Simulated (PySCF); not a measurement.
# Magnesium: a sound run and one with changed settings

Sound run: Mg [Ne] 3s2, Mg⁺ [Ne] 3s1. Calculation: PySCF 2.14, in aug-cc-pVDZ; the non-relativistic Hamiltonian (point nucleus). In the sound run the correlated levels freeze [Ne]. The sound run starts from symmetry-adapted Hartree-Fock orbitals and uses a fine grid where one is needed.

Changed run: the spin-free X2C one-electron Hamiltonian (Gaussian nucleus). This setting is unsound on purpose.

| species | method | sound run (hartree) | changed run (hartree) | converged |
| --- | --- | --- | --- | --- |
| Mg | UHF | -199.60834 | -199.88820 | yes |
| Mg | PBE0 | -199.96111 | -200.24085 | yes |
| Mg | PBE | -199.94234 | -200.22199 | yes |
| Mg | MP2 | -199.63003 | -199.90990 | yes |
| Mg | CCSD(T) | -199.64129 | -199.92115 | yes |
| Mg⁺ | UHF | -199.36492 | -199.64440 | yes |
| Mg⁺ | PBE0 | -199.68267 | -199.96196 | yes |
| Mg⁺ | PBE | -199.66122 | -199.94042 | yes |

Ionisation energy of Mg:

| method | sound run (eV) | changed run (eV) |
| --- | --- | --- |
| UHF | 6.624 | 6.634 |
| PBE0 | 7.577 | 7.589 |
| PBE | 7.650 | 7.662 |
| MP2 | 7.214 | 7.225 |
| SCS-MP2 | 7.332 | 7.343 |
| CCSD | 7.520 | 7.531 |
| CCSD(T) | 7.520 | 7.531 |
| CCSDT | 7.520 | 7.531 |
| FCI | 7.520 | 7.531 |

Most of the change in total energy is the relativistic energy itself. On top of that the contraction fixes the core shape for the Hamiltonian it was made with, so the changed run is not a good calculation with the other Hamiltonian either.

For comparison, NIST gives 7.646 eV between the lowest levels.
